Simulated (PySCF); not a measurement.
Two-photon absorption: `InChI=1S/C3HF3/c1-2-3(4,5)6/h1H`

Geometry:
| atom | x (Å) | y (Å) | z (Å) |
| --- | --- | --- | --- |
| C1 | 1.747 | -0.138 | 0.014 |
| C2 | 0.555 | -0.043 | 0.002 |
| C3 | -0.898 | 0.072 | -0.013 |
| F4 | -1.447 | -0.629 | -1.016 |
| F5 | -1.449 | -0.379 | 1.124 |
| F6 | -1.299 | 1.343 | -0.162 |
| H7 | 2.795 | -0.221 | 0.024 |

Computed with TDDFT CAM-B3LYP/def2-SVPD excited states, vertical, gas phase (PySCF 2.14.0). Geometry: GFN2-xTB.

Singlets 2 and 3, 4 and 5 lie within 0.01 eV of each other, so their separate moments and overlaps can depend on how they mix.

(1) How strongly do the lowest singlets absorb one photon, and two photons of half the energy?

Answers

(1) δ for parallel linear polarisation; σ at the peak of a Lorentzian of half width 0.1 eV, single beam; Ω is circular over linear.
| state | E (eV) | f | photon λ (nm) | δ (au) | σ (GM) | Ω | main |
| --- | --- | --- | --- | --- | --- | --- | --- |
| S1 | 6.49 | 0.000 | 382 | <0.1 | 0.00 | – | HOMO→LUMO 0.32, HOMO−1→LUMO+1 0.32 |
| S2 | 6.77 | 0.000 | 366 | 0.16 | 0.00 | 1.50 | HOMO→LUMO+1 0.49, HOMO−1→LUMO 0.49 |
| S3 | 6.77 | 0.000 | 366 | 0.16 | 0.00 | 1.50 | HOMO−1→LUMO+1 0.49, HOMO→LUMO 0.49 |
| S4 | 8.91 | 0.080 | 278 | 2.99 | 0.09 | 1.50 | HOMO→LUMO+2 0.83, HOMO−1→LUMO+2 0.12 |
| S5 | 8.91 | 0.080 | 278 | 2.99 | 0.09 | 1.50 | HOMO−1→LUMO+2 0.83, HOMO→LUMO+2 0.12 |
